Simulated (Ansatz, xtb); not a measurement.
Ranking isomers of CHNS−

4 gas-phase structures of CHNS−, found in a search over its isomers (lower ones may exist). Each was relaxed with GFN2-xTB:

A. the doublet with the links of `[H]/[C]=N\[S-]`
B. the doublet with the links of `[H]/N=[C]\[S-]`
C. the doublet with the links of `[N]=C[S-]`
D. the doublet with the links of `[CH]1[N-]S1`

**Question.** Estimate their order in r2SCAN-D4/def2-SVPD energy at these geometries, lowest first.

**Answer.** Calculated order at r2SCAN-D4/def2-SVPD: B (0.0), C (3.1), A (30.4), D (54.6) kcal/mol.

Energies above the lowest of each column, in kcal/mol; the last columns are at BLYP-D3(BJ)/def2-SVPD geometries and were run for some of them only (a dash: not run or not comparable):

```json
{"structure": "B", "GFN2-xTB": "0.0", "HF/STO-3G": "14.7", "r2SCAN-D4/def2-SVPD": "0.0", "BLYP-D3(BJ)/def2-SVPD": "0.0", "CCSD(T)/def2-SVPD": "0.9"}
{"structure": "C", "GFN2-xTB": "1.2", "HF/STO-3G": "0.0", "r2SCAN-D4/def2-SVPD": "3.1", "BLYP-D3(BJ)/def2-SVPD": "1.8", "CCSD(T)/def2-SVPD": "0.0"}
{"structure": "A", "GFN2-xTB": "15.3", "HF/STO-3G": "44.1", "r2SCAN-D4/def2-SVPD": "30.4", "BLYP-D3(BJ)/def2-SVPD": "25.6", "CCSD(T)/def2-SVPD": "28.9"}
{"structure": "D", "GFN2-xTB": "35.7", "HF/STO-3G": "41.4", "r2SCAN-D4/def2-SVPD": "54.6", "BLYP-D3(BJ)/def2-SVPD": "–", "CCSD(T)/def2-SVPD": "–"}
```

CCSD(T)/def2-SVPD has B and C within 1 kcal/mol of each other at the bottom, and every level picks one of them. CCSD(T)/def2-SVPD orders those it was run on as C (0.0), B (0.9), A (28.9) kcal/mol. Less than 1 kcal/mol parts C and B, so the order within that pair means little. Some further structures that were screened fall inside this span and aren't listed. Frequencies (BLYP-D3(BJ)/def2-SVPD) were run for A, B, C alone. Open shells are spin-unrestricted, some with notable spin contamination.

Over these structures GFN2-xTB departs from r2SCAN-D4/def2-SVPD by 8.0 kcal/mol on average once a common shift is removed. A GFN2-xTB relaxation took about 0.038 s and the r2SCAN-D4/def2-SVPD energy about 2.3 s on a shared host (Ansatz 0.2.0, xtb 6.7.1).
